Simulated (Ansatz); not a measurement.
Input file for Ansatz (a first-principles code): R-revPBE/def2-TZVPPD on CH4S (SMILES CS). Files ending in .json are basis or fitting sets from the Basis Set Exchange.

Ansatz 0.2 input:
```yaml
crystal:
  periodic: [false, false, false]
  atoms:
    - {symbol: S, position_ang: [-1.51439900, -0.79999400, -0.11697900]}
    - {symbol: C, position_ang: [-1.57014400, 1.01297400, 0.01160700]}
    - {symbol: H, position_ang: [-1.55457900, -1.05260000, 1.20049200]}
    - {symbol: H, position_ang: [-1.54556000, 1.39238100, -1.01019600]}
    - {symbol: H, position_ang: [-0.70866100, 1.40255300, 0.55309700]}
    - {symbol: H, position_ang: [-2.49314500, 1.33992300, 0.48665400]}
basis:
  gaussian:
    orbitals: def2-TZVPPD.json
hamiltonian:
  xc: {name: revPBE}
scf: {lower_state_search: off}
```

Program output:

```
WARN ansatz: RAYON_NUM_THREADS=1 ignored (pool sized by the plan → 1); use --threads N
Functional definition: revPBE
these checks for a lower state are left out or cut short: stability, starts, cluster_reference, orbital_swaps, neighbouring_geometries, increment
integrals: 0.05 GiB planned
728 factors; their error is unknown
mean field: 0.47 GiB planned
mean field evaluation 1: about -11929.8740 eV, gradient 5.2e1 eV
mean field evaluation 2: about -11919.3753 eV, gradient 7.6e1 eV
mean field evaluation 4: about -11936.1732 eV, gradient 3.9e0 eV
mean field evaluation 8: about -11936.2059 eV, gradient 4.0e-2 eV
mean field evaluation 16: about -11936.1810 eV, gradient 2.8e-5 eV
mean field -11936.18104324 eV, -438.6465627049 hartree, gradient 3.9e-6 eV, S^2 0.000000; 0 other end points of the search recorded, 0 dependent functions left out
reference -11936.18110938 eV, -438.6465651354 hartree; 13, 13 occupied and 143, 143 virtual orbitals, 728 factors
Total energy: -11936.18110938 eV, -438.6465651354 hartree
Checks for a lower state left out: stability, starts, cluster_reference, orbital_swaps, neighbouring_geometries, increment
```

The calculation finished and met its thresholds.

Cost: around 0.8 core-seconds (rough).
